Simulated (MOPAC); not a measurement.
MOPAC input (MNDO):

```
MNDO PRECISE GNORM=0.05 LET XYZ GEO-OK AUX(PRECISION=9) THREADS=1
CCl4

C    -0.00000000 1    0.00000000 1   -0.00000000 1
Cl    1.03270813 1    1.04102812 1    1.00808710 1
Cl   -1.00558480 1   -1.02967179 1    1.04644180 1
Cl   -1.04891159 1    1.01361708 1   -1.01923016 1
Cl    1.02178826 1   -1.02497341 1   -1.03529874 1
```

From the output:

```
                                                       MOPAC v23.2.5 Linux

          FINAL HEAT OF FORMATION =        -25.51535 KCAL/MOL =    -106.75623 KJ/MOL

          COSMO AREA              =        132.95 SQUARE ANGSTROMS
          COSMO VOLUME            =        127.28 CUBIC ANGSTROMS

          GRADIENT NORM           =          0.00261          =       0.00117 PER ATOM
          IONIZATION POTENTIAL    =         13.238274 EV
          HOMO LUMO ENERGIES (EV) =        -13.238 -1.306
          NO. OF FILLED LEVELS    =         16
          MOLECULAR WEIGHT        =        153.8230         POINT GROUP:  Td

          MOLECULAR DIMENSIONS (Angstroms)

            Atom       Atom       Distance
           Cl     5   Cl     3     2.91026
           Cl     4   Cl     2     2.91026
           Cl     3   Cl     2     2.05786

          SCF CALCULATIONS        =          5

   ATOM   CHEMICAL          X               Y               Z
  NUMBER   SYMBOL      (ANGSTROMS)     (ANGSTROMS)     (ANGSTROMS)

     1       C         -0.00000000  *   0.00000001  *   0.00000001  *
     2      Cl          1.03427849  *   1.04261113  *   1.00962002  *
     3      Cl         -1.00711392  *  -1.03123754  *   1.04803305  *
     4      Cl         -1.05050659  *   1.01515842  *  -1.02078002  *
     5      Cl          1.02334203  *  -1.02653202  *  -1.03687305  *

                             CARTESIAN COORDINATES

   1    C       -0.000000005     0.000000013     0.000000008
   2   Cl        1.034278488     1.042611135     1.009620021
   3   Cl       -1.007113920    -1.031237537     1.048033049
   4   Cl       -1.050506591     1.015158415    -1.020780025
   5   Cl        1.023342025    -1.026532020    -1.036873049

           Empirical Formula: C Cl4  =     5 atoms

      MOLECULAR POINT GROUP   :   Td

                  EIGENVALUES
 -33.17257 -26.56235 -26.56235 -26.56235 -24.78135 -18.28397 -18.28397 -18.28397
 -14.42596 -14.42596 -13.44527 -13.44527 -13.44527 -13.23827 -13.23827 -13.23827
  -1.30615  -0.75471  -0.75471  -0.75471

              NET ATOMIC CHARGES AND DIPOLE CONTRIBUTIONS

  ATOM NO.   TYPE          CHARGE      No. of ELECS.   s-Pop       p-Pop
    1          C           0.280763        3.7192     1.26672     2.45252
    2         Cl          -0.070191        7.0702     1.98627     5.08392
    3         Cl          -0.070191        7.0702     1.98627     5.08392
    4         Cl          -0.070191        7.0702     1.98627     5.08392
    5         Cl          -0.070191        7.0702     1.98627     5.08392
 DIPOLE           X         Y         Z       TOTAL
 POINT-CHG.    -0.000     0.000     0.000     0.000
 HYBRID         0.000    -0.000    -0.000     0.000
 SUM           -0.000     0.000     0.000     0.000

          ATOMIC ORBITAL ELECTRON POPULATIONS

     Atom    s        px        py        pz
    1  C   1.26672   0.81751   0.81751   0.81751
    2 Cl   1.98627   1.69164   1.68692   1.70536
    3 Cl   1.98627   1.70673   1.69335   1.68384
    4 Cl   1.98627   1.68242   1.70231   1.69919
    5 Cl   1.98627   1.69776   1.69598   1.69017

 **********************
 *                    *
 * JOB ENDED NORMALLY *
 *                    *
 **********************

 == MOPAC DONE ==
```

The geometry given is a B3LYP-D3(BJ)/def2-TZVP minimum.
